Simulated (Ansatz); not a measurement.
C2H4S (`C=CS`), relaxed with RKS PBE-D4/def2-SVP in Ansatz from a rough embedded geometry. The force threshold is 0.03 eV/Å; the program also tests the step.

Total charge 0; spin multiplicity 1.

Start:

```xyz
7

C    -0.563    0.835   -0.413
C     0.052   -0.252   -0.134
S     0.853   -0.394    1.369
H    -0.620    1.656    0.206
H    -1.107    0.961   -1.411
H     0.062   -1.099   -0.840
H     1.322   -1.707    1.224
```

```csv
step,energy (eV),largest force (eV/Å),largest move (Å)
1,-12960.9064,4.243,0.000
2,-12961.2482,1.247,0.078
3,-12961.2819,0.407,0.045
4,-12961.2909,0.033,0.035
5 (rejected),-12961.2909,0.038,0.007
6,-12961.2910,0.004,0.003
```

End:

```xyz
7

C    -0.603    0.874   -0.461
C     0.054   -0.250   -0.116
S     0.906   -0.462    1.421
H    -0.659    1.752    0.202
H    -1.110    0.937   -1.435
H     0.091   -1.114   -0.800
H     1.321   -1.736    1.189
```

Run time 9 s (2 threads of a server CPU on a shared host); peak host memory 0.3 GiB.
